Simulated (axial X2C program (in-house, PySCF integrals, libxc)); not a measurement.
# Nuclear properties of ClF

Calculated with an in-house all-electron X2C program for linear molecules (integrals from PySCF): two-component X2C with atomic mean-field Coulomb and Gaunt terms, Gaussian nuclei, basis Cl dyall-av3z, F dyall-av3z with contracted cores.

R = 1.631 Å (near the PBE0 minimum at charge 0 of the determinant lowest at the starting distance; the state shown can have its own minimum elsewhere).

Input and command:
```json
{"zs": [17, 9], "q": 0, "bas": ["dyall-av3z", "dyall-av3z"], "r0": 1.63, "levels": ["PBE0", "HF", "PBE", "r2SCAN", "LDA"], "nst": 3}
```
```bash
python soeom.py task.json out
```

Keys: zs atomic numbers; q charge; bas basis sets; r0 starting distance in Å; levels methods; nst determinants followed.

Determinant lowest in the PBE0 search, Ω = 0 (closed shell), highest spinor 74% Cl p, 18% F p, 3% F d:

| level | qzz Cl (a.u.) | qzz F (a.u.) | μ (D) |
| --- | --- | --- | --- |
| PBE0 | 7.74 | 4.42 | -0.85 |
| HF | 8.24 | 4.48 | -1.13 |
| PBE | 7.59 | 4.36 | -0.75 |
| r2SCAN | 7.64 | 4.50 | -0.75 |
| LDA | 7.73 | 4.30 | -0.80 |

qzz is the electric field gradient, eQq0 = 234.96 MHz × Q/barn × qzz; μ is positive if the F end (last atom) is positive. The operators were transformed with the bare-nucleus X2C matrices; with these basis sets, hyperfine constants and field gradients can be off by tens of per cent, and where levels differ in sign neither size nor sign is settled.

Task: With Q(35Cl) = -0.08112 barn (Q from Pyykkö, Mol. Phys. 2018), turn the PBE0 values of the first state into constants in MHz.

Result: eQq0(35Cl) = 234.96 × (-0.08112) × (7.74) = -148 MHz.

Each state is one determinant with collinear spin. The search compared states at one distance, so a state with another bond length can lie lower.
